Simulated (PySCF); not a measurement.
COS, SMILES O=C=S. Heavy atoms are numbered as in [O:1]=[C:2]=[S:3].

The structure is a stationary point at B3LYP-D3(BJ)/def2-TZVP.

Computed with PBE/pcSseg-2 (PySCF).

GIAO shieldings, no solvent; atoms alike by connectivity are averaged. δ = σ(ref) − σ: ¹⁷O against H2O (σ = 327.5 ppm); ¹³C against TMS (σ = 181.4 ppm); ³³S against H2S (σ = 705.0 ppm), references at their B3LYP-D3(BJ)/def2-TZVP geometries, non-relativistic.

```
atoms  nucleus  count     δ (ppm)
-----  -------  -----  ----------
O1         ¹⁷O      1       255.4
C2         ¹³C      1       158.4
S3         ³³S      1  (withheld)
```

### Question
Fill in the missing entries. (The exact figures need the calculation; the answer reports its results.)

### Answer

- S3, δ (ppm): -63.8
